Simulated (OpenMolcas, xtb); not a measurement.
CH4OSi (SMILES CO[SiH]): the electronic atomisation energy, rung by rung

The species is CH4OSi (7 atoms), meant as a singlet with charge 0. SMILES: `CO[SiH]`. The coordinates come from a PBE0-D4/def2-TZVP relaxation. This is one conformer, not always the lowest.

Quantity: the electronic atomisation energy, in eV. The values are calculated. Electronic energies at fixed atoms, without zero-point motion or spin-orbit coupling.

```csv
level,kind,program,value (eV),CPU time (all runs)
GFN1-xTB,semi-empirical,xtb,40.80,under 2 s
HF/aug-cc-pVDZ,Hartree–Fock,OpenMolcas,17.57,25 s
SVWN5/aug-cc-pVDZ,LDA,OpenMolcas,28.45,59 s
PBE/aug-cc-pVDZ,GGA,OpenMolcas,25.08,76 s
r2SCAN/aug-cc-pVDZ,meta-GGA,OpenMolcas,24.73,2.2 min
BHLYP/aug-cc-pVDZ,global hybrid,OpenMolcas,23.86,77 s
PBE0/aug-cc-pVDZ,global hybrid,OpenMolcas,24.56,72 s
```

The values span 17.57 to 40.80 eV. The xTB rows lack spin polarisation, so open shells miss the exchange term that lowers them. CPU times are rough (shared hosts, several kinds of processor): they show what a rung costs within a factor of a few.
